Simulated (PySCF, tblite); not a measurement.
# C6H10: a rotation path, then NMR shifts on frames

How do NMR shifts of C6H10 (`C#C[C@@H](C)CC`) change as the atoms move?

The runs use tblite 0.8.0 and PySCF 2.14.0, with density-fitted response routines of our own; the level of theory stands in each step. All values are computed, except where a source is named. Atoms count from 0, in the outputs and in this text.

### 1 The starting structure

16 atoms, charge 0, multiplicity 1; geometry from: GFN2-xTB.

Bonds of the start (Å): C0–C1 1.20, C1–C2 1.45, C2–C3 1.53, C2–C4 1.54, C4–C5 1.52, C0–H6 1.05, C2–H7 1.10, C3–H8 1.09, C3–H9 1.09, C3–H10 1.09, C4–H11 1.09, C4–H12 1.09, C5–H13 1.09, C5–H14 1.09, C5–H15 1.09.

### 2 A band between two rotamers with GFN2-xTB

Job settings and geometry (Å):

```
{"job": {"kind": "neb", "xc": "GFN2-xTB", "basis": "xTB", "atoms": [3, 2, 4, 5], "turn": 120}, "charge": 0, "multiplicity": 1}
C      0.920045     2.293118     0.660787
C      0.705905     1.245673     0.123372
C      0.462018    -0.043264    -0.500774
C      1.720362    -0.910496    -0.399737
C     -0.741107    -0.732504     0.159880
C     -2.035165     0.041807    -0.058055
H      1.102588     3.217226     1.122354
H      0.230910     0.129328    -1.559833
H      2.566826    -0.409055    -0.864103
H      1.562232    -1.863882    -0.900077
H      1.963850    -1.100761     0.643665
H     -0.841341    -1.738003    -0.256242
H     -0.550088    -0.829572     1.231285
H     -1.943775     1.048925     0.342778
H     -2.266058     0.115461    -1.119327
H     -2.864801    -0.455058     0.439760
```

Level: GFN2-xTB climbing-image nudged elastic band, gas phase.

Run with:

```
OMP_NUM_THREADS=1 python probes_run.py task.json out
```

The driver reads the jobs from task.json and runs them one after another.

What it wrote:

```text
image   E - E0 / eV
  0       0.0000
  1       0.0180
  2       0.0542
  3       0.0880
  4       0.1019
  5       0.0899
  6       0.0605
  7       0.0341
  8       0.0259
```

Run time: 2.2 s. Hardware: 1 thread of Intel Xeon Platinum 8488C, shared host; peak memory 0.18 GiB.

The final band, with the dihedral C3–C2–C4–C5:

| image | dihedral (°) | energy (eV) | energy (kcal/mol) |
| --- | --- | --- | --- |
| 0 | -174 | 0.000 | 0.0 |
| 1 | -161 | 0.018 | 0.4 |
| 2 | -147 | 0.054 | 1.3 |
| 3 | -133 | 0.088 | 2.0 |
| 4 | -120 | 0.102 | 2.3 |
| 5 | -106 | 0.090 | 2.1 |
| 6 | -92 | 0.060 | 1.4 |
| 7 | -79 | 0.034 | 0.8 |
| 8 | -67 | 0.026 | 0.6 |

### 3 Nuclear shieldings: image 0, PBE0/pcSseg-1

Job settings and geometry (Å):

```
{"job": {"kind": "nmr", "xc": "PBE0", "basis": "pcSseg-1", "pop": false}, "charge": 0, "multiplicity": 1}
C      0.920000     2.293100     0.660800
C      0.705900     1.245700     0.123400
C      0.462000    -0.043300    -0.500800
C      1.720400    -0.910500    -0.399700
C     -0.741100    -0.732500     0.159900
C     -2.035200     0.041800    -0.058100
H      1.102600     3.217200     1.122400
H      0.230900     0.129300    -1.559800
H      2.566800    -0.409100    -0.864100
H      1.562200    -1.863900    -0.900100
H      1.963800    -1.100800     0.643700
H     -0.841300    -1.738000    -0.256200
H     -0.550100    -0.829600     1.231300
H     -1.943800     1.048900     0.342800
H     -2.266100     0.115500    -1.119300
H     -2.864800    -0.455100     0.439800
```

Method: GIAO PBE0/pcSseg-1 NMR shielding, non-relativistic, gas phase.

What it wrote:

```text
coarse grid: 12720 points
cycle   1  E = -234.1777497589  dE =  5.492e-01  |g| = 4.371e-01  |ddm| = 3.496e+00
cycle   2  E = -234.1830280500  dE = -5.278e-03  |g| = 4.204e-01  |ddm| = 9.070e-01
cycle   3  E = -234.2291839000  dE = -4.616e-02  |g| = 3.923e-02  |ddm| = 4.074e-01
cycle   4  E = -234.2292676300  dE = -8.373e-05  |g| = 3.374e-02  |ddm| = 5.148e-02
cycle   5  E = -234.2295251561  dE = -2.575e-04  |g| = 1.025e-02  |ddm| = 2.886e-02
cycle   6  E = -234.2295503483  dE = -2.519e-05  |g| = 1.963e-03  |ddm| = 8.763e-03
cycle   7  E = -234.2295513085  dE = -9.602e-07  |g| = 2.849e-04  |ddm| = 2.124e-03
final grid: 120968 points
cycle   8  E = -234.2686163999  dE = -3.631e-05  |g| = 7.633e-03  |ddm| = 3.752e-02
cycle   9  E = -234.2686117721  dE =  4.628e-06  |g| = 8.763e-03  |ddm| = 1.456e-02
cycle  10  E = -234.2686308522  dE = -1.908e-05  |g| = 1.999e-03  |ddm| = 8.266e-03
cycle  11  E = -234.2686318248  dE = -9.726e-07  |g| = 2.859e-04  |ddm| = 1.493e-03
cycle  12  E = -234.2686318427  dE = -1.794e-08  |g| = 9.355e-05  |ddm| = 3.173e-04
cycle  13  E = -234.2686318449  dE = -2.203e-09  |g| = 1.517e-05  |ddm| = 1.093e-04
cycle  14  E = -234.2686318450  dE = -5.087e-11  |g| = 4.205e-06  |ddm| = 1.678e-05
converged SCF energy = -234.2686318450

GIAO shielding tensors (ppm)
atom      isotropic    diamagn.    paramagn.     s11        s22        s33       span
  0 C      111.131     258.228    -147.097     40.669     43.819    248.906    208.237
  1 C       93.034     265.549    -172.516    -10.563     -7.219    296.882    307.445
  2 C      156.148     242.946     -86.797    148.049    154.648    165.748     17.699
  3 C      161.973     245.363     -83.390    144.093    155.132    186.694     42.601
  4 C      151.927     247.414     -95.487    139.369    145.557    170.855     31.486
  5 C      171.276     246.285     -75.009    159.071    167.730    187.027     27.956
  6 H       30.215      34.582      -4.366     24.898     25.173     40.575     15.677
  7 H       29.552      30.138      -0.586     26.692     27.558     34.406      7.714
  8 H       30.165      28.294       1.871     25.775     27.974     36.747     10.972
  9 H       30.643      29.313       1.330     26.207     28.347     37.375     11.168
 10 H       30.502      29.328       1.174     27.264     28.715     35.527      8.263
 11 H       30.311      31.496      -1.185     25.095     30.230     35.608     10.513
 12 H       30.390      31.379      -0.989     26.522     29.929     34.719      8.197
 13 H       30.025      29.868       0.157     25.068     30.306     34.700      9.632
 14 H       30.904      29.464       1.440     26.865     28.578     37.269     10.403
 15 H       30.570      28.303       2.267     25.913     27.668     38.129     12.216
```

Run time: 20 s. Hardware: 1 thread of Intel Xeon Platinum 8488C, shared host; peak memory 0.72 GiB.

Shifts follow as δ = σ(reference) − σ, with reference shieldings (ppm) from runs at the same level and on the same kind of geometry: 1H TMS 31.72, 13C TMS 186.9. The references are single molecules in the gas phase. Each atom is listed at this fixed geometry, with no averaging over motion; a spectrum would average atoms that exchange fast.

| atoms | environment | σ (ppm) | δ (ppm) |
| --- | --- | --- | --- |
| C1 | alkyne carbon | 93.0 | 93.9 |
| C0 | terminal alkyne carbon | 111.1 | 75.8 |
| C4 | sp3 CH2 | 151.9 | 35.0 |
| C2 | propargylic sp3 CH | 156.1 | 30.8 |
| C3 | methyl carbon | 162.0 | 25.0 |
| C5 | methyl carbon | 171.3 | 15.6 |
| H7 | hydrogen on a propargylic sp3 CH | 29.55 | 2.16 |
| H13 | hydrogen on a methyl carbon | 30.02 | 1.69 |
| H8 | hydrogen on a methyl carbon | 30.17 | 1.55 |
| H6 | hydrogen on a terminal alkyne carbon | 30.22 | 1.50 |
| H11 | hydrogen on an sp3 CH2 | 30.31 | 1.41 |
| H12 | hydrogen on an sp3 CH2 | 30.39 | 1.33 |
| H10 | hydrogen on a methyl carbon | 30.50 | 1.21 |
| H15 | hydrogen on a methyl carbon | 30.57 | 1.15 |
| H9 | hydrogen on a methyl carbon | 30.64 | 1.07 |
| H14 | hydrogen on a methyl carbon | 30.90 | 0.81 |

The fields below are evaluated on a grid from the run's orbitals.

Frontier orbitals at PBE0/pcSseg-1, with the share of their density that lies nearest to each atom:

| orbital | energy (eV) | lies on |
| --- | --- | --- |
| HOMO | -7.69 | C0, C1 about 40 % each |
| LUMO | 1.12 | C0, C1 about 17 % each; H7 16 %; H9, H11 about 8 % each |

ELF in a plane through or near 8 of the atoms.

Ten even steps from '0' (0.00) to '9' (1.00):
```
0000000000000000000000000000
0000000000000000000000000000
0000000000231000000000000000
0000000007999600000000000000
0000000018999820000000000000
0000000126865653100000000000
0000000256551773002520000000
0000000147853661079995000000
0000000003632640189973000000
0000012200278631364466520000
0000168874785793594499981000
0000147756275563464489950000
0000001258851089981012200000
0000000399982089993000000000
0000000179961027850000000000
0000000000000000000000000000
0000000000000000000000000000
0000000000000000000000000000
0000000000000000000000000000
0000000000000000000000000000
```
The map spans 11.0 Å across and 12.1 Å up, centred on the molecule. Atoms in the plane (x, y in Å): C0 (-0.9, 2.4), C1 (-0.7, 1.3), C3 (-1.7, -0.9), C5 (2.0, 0.0), H6 (-1.0, 3.4), H9 (-1.6, -2.0), H11 (0.8, -1.7), H13 (2.0, 1.1).

On the surface of density 0.002 e/bohr³ the electrostatic potential runs, from the 1st to the 99th percentile, from -0.89 V near C0 to 1.24 V near H6.

### 4 NMR shieldings: image 2, PBE0/pcSseg-1

Job settings and geometry (Å):

```
{"job": {"kind": "nmr", "xc": "PBE0", "basis": "pcSseg-1", "pop": false}, "charge": 0, "multiplicity": 1}
C      1.169700     2.267500     0.850000
C      0.829500     1.289400     0.250300
C      0.435200     0.066400    -0.427200
C      1.636200    -0.878200    -0.518300
C     -0.740900    -0.598800     0.314700
C     -2.089500    -0.138800    -0.222900
H      1.463700     3.132300     1.366200
H      0.115900     0.325700    -1.443900
H      2.470700    -0.389200    -1.016200
H      1.365100    -1.768800    -1.082200
H      1.952400    -1.174900     0.479300
H     -0.662500    -1.683300     0.212500
H     -0.672100    -0.365600     1.379200
H     -2.175600     0.943500    -0.158500
H     -2.203500    -0.434100    -1.264600
H     -2.901800    -0.584100     0.347400
```

Level: GIAO PBE0/pcSseg-1 NMR shielding, non-relativistic, gas phase.

What it wrote:

```text
coarse grid: 12720 points
cycle   1  E = -234.1753788841  dE =  5.487e-01  |g| = 4.371e-01  |ddm| = 3.494e+00
cycle   2  E = -234.1811018424  dE = -5.723e-03  |g| = 4.187e-01  |ddm| = 9.093e-01
cycle   3  E = -234.2269367573  dE = -4.583e-02  |g| = 3.350e-02  |ddm| = 4.017e-01
cycle   4  E = -234.2270550116  dE = -1.183e-04  |g| = 2.450e-02  |ddm| = 4.304e-02
cycle   5  E = -234.2271788554  dE = -1.238e-04  |g| = 1.061e-02  |ddm| = 2.391e-02
cycle   6  E = -234.2272058471  dE = -2.699e-05  |g| = 2.047e-03  |ddm| = 8.521e-03
cycle   7  E = -234.2272068775  dE = -1.030e-06  |g| = 2.666e-04  |ddm| = 2.094e-03
final grid: 120968 points
cycle   8  E = -234.2655873874  dE = -3.762e-05  |g| = 7.794e-03  |ddm| = 4.127e-02
cycle   9  E = -234.2655822137  dE =  5.174e-06  |g| = 9.013e-03  |ddm| = 1.493e-02
cycle  10  E = -234.2656024328  dE = -2.022e-05  |g| = 2.035e-03  |ddm| = 8.309e-03
cycle  11  E = -234.2656034411  dE = -1.008e-06  |g| = 2.888e-04  |ddm| = 1.502e-03
cycle  12  E = -234.2656034594  dE = -1.836e-08  |g| = 9.461e-05  |ddm| = 3.344e-04
cycle  13  E = -234.2656034617  dE = -2.267e-09  |g| = 1.470e-05  |ddm| = 1.113e-04
cycle  14  E = -234.2656034618  dE = -4.593e-11  |g| = 4.410e-06  |ddm| = 1.417e-05
converged SCF energy = -234.2656034618

GIAO shielding tensors (ppm)
atom      isotropic    diamagn.    paramagn.     s11        s22        s33       span
  0 C      113.121     258.159    -145.039     42.608     47.697    249.057    206.449
  1 C       91.605     264.101    -172.496    -16.385     -7.116    298.314    314.699
  2 C      156.735     243.203     -86.468    147.290    153.571    169.345     22.055
  3 C      160.827     245.637     -84.810    138.882    159.423    184.176     45.294
  4 C      150.384     247.104     -96.720    133.312    142.613    175.228     41.916
  5 C      170.068     246.122     -76.054    153.802    170.178    186.224     32.422
  6 H       30.259      34.476      -4.216     25.039     25.195     40.545     15.506
  7 H       29.746      30.460      -0.713     27.116     28.070     34.053      6.937
  8 H       30.304      28.450       1.854     25.869     28.130     36.914     11.045
  9 H       30.667      29.658       1.008     26.301     28.527     37.173     10.872
 10 H       30.409      29.478       0.931     27.309     28.630     35.290      7.980
 11 H       30.373      31.919      -1.546     25.167     30.989     34.962      9.795
 12 H       29.954      31.198      -1.244     26.432     29.709     33.721      7.290
 13 H       30.339      29.662       0.677     25.873     29.682     35.463      9.590
 14 H       30.826      29.509       1.318     26.685     28.921     36.874     10.189
 15 H       30.588      28.220       2.368     25.887     27.626     38.250     12.364
```

Wall time 14 s (1 thread of Intel Xeon Platinum 8488C, shared host); peak memory 0.75 GiB.

Key values: δ C1 95.3, C0 73.8, C4 36.5, C2 30.2, H7 1.97, H12 1.76 ppm.

(Part 1 of 2 ends here.)
